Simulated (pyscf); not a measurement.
`[CH2]=[CH][CH3]` + `[ClH]` → `[CH3][CH]([CH3])[Cl]` (addition across a multiple bond or ene-type step; singlet surface; Cl–H broken, C–H, C–Cl formed). PySCF, gas phase, ωB97X-D3(BJ)/def2-SVP geometries. Correlated levels are frozen-core, on RHF or UHF. ΔMP2 is the change of the MP2 total energy from the triple- to the quadruple-zeta basis. Energies in kJ/mol from the separated reactants.

| level | barrier | reaction energy |
|---|---|---|
| ωB97X-D3(BJ)/def2-TZVP | … | -106.6 |
| r²SCAN/def2-TZVP | 111.7 | -99.3 |
| B3LYP-D3(BJ)/def2-TZVP | 125.1 | -88.3 |
| ωB97M-D3(BJ)/def2-TZVP | 138.1 | -93.3 |
| HF/def2-TZVP | 179.6 | -70.7 |
| MP2/def2-QZVPP | 148.8 | -100.8 |
| CCSD(T)/def2-TZVPP + ΔMP2(QZVPP) | … | … |

Q: Some entries are withheld; supply them.

A: 
- ωB97X-D3(BJ)/def2-TZVP, barrier: 136.3
- CCSD(T)/def2-TZVPP + ΔMP2(QZVPP), barrier: 152.2
- CCSD(T)/def2-TZVPP + ΔMP2(QZVPP), reaction energy: -89.6

Of the functionals in the table, ωB97M-D3(BJ) is closest to CCSD(T)/def2-TZVPP + ΔMP2(QZVPP) in the barrier (14.1 kJ/mol apart) and r²SCAN least close (40.5 kJ/mol); that level has limits of its own. On the reactant side the descent ends in a complex, 18.8 kJ/mol under the separated species and 155.1 kJ/mol under the saddle at ωB97X-D3(BJ)/def2-TZVP. This is the saddle that the search found; another between the same sides may lie lower. The CCSD(T) − MP2 part came from Ansatz, without density fitting, on the same reference.
